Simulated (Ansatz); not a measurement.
A nudged elastic band was laid between two geometries of BClFH + H (5 atoms, charge 0, multiplicity 2).

Method: UKS PBE0-D4/def2-SVP (Ansatz).

```yaml
movable_images: 1
climbing_image: no
spring: 5.0 eV/Å²
optimiser: quadratic models (default)
start_path: through a guess of the saddle point
force_threshold: 0.05 eV/Å
iteration_limit: 60
end_points: relaxed
```

Image 0:

```xyz
5
Properties=species:S:1:pos:R:3
B 0.002 0.000 -0.208
Cl -0.009 0.000 1.537
H 1.037 0.000 -0.820
F -1.143 0.000 -0.847
H 0.000 0.000 4.973
```

Image 2:

```xyz
5
Properties=species:S:1:pos:R:3
B -0.080 0.400 -0.164
Cl 0.782 0.086 2.519
H 0.870 -0.214 -0.611
F -1.225 -0.194 0.074
H -0.459 -0.078 2.817
```

What changes between the two ends?

Bonds broken: B1–Cl2. Bonds formed: Cl2–H5. BClFH + H becomes BFH + ClH.

Give the energies along the band, and the barrier.

The forces met the threshold. The highest image is number 2 of 0 to 2, 21.7 kcal/mol above the first end and 0.0 kcal/mol above the last; the last end lies 21.7 kcal/mol above the first. The highest image is an end point: on this band no image between the ends rises above it. So few images can step over the top or miss a turn of the path.

```tsv
image	path coordinate (Å)	energy (kcal/mol)	B1–Cl2 (Å)	Cl2–H5 (Å)
0	0.00	0.0	1.75	3.44
1	1.76	0.1	1.75	3.06
2	3.53	21.7	2.84	1.29
```

Run time: 20 s on 1 thread of Intel(R) Xeon(R) 6975P-C (Granite Rapids) (shared host), peak memory 0.14 GiB.
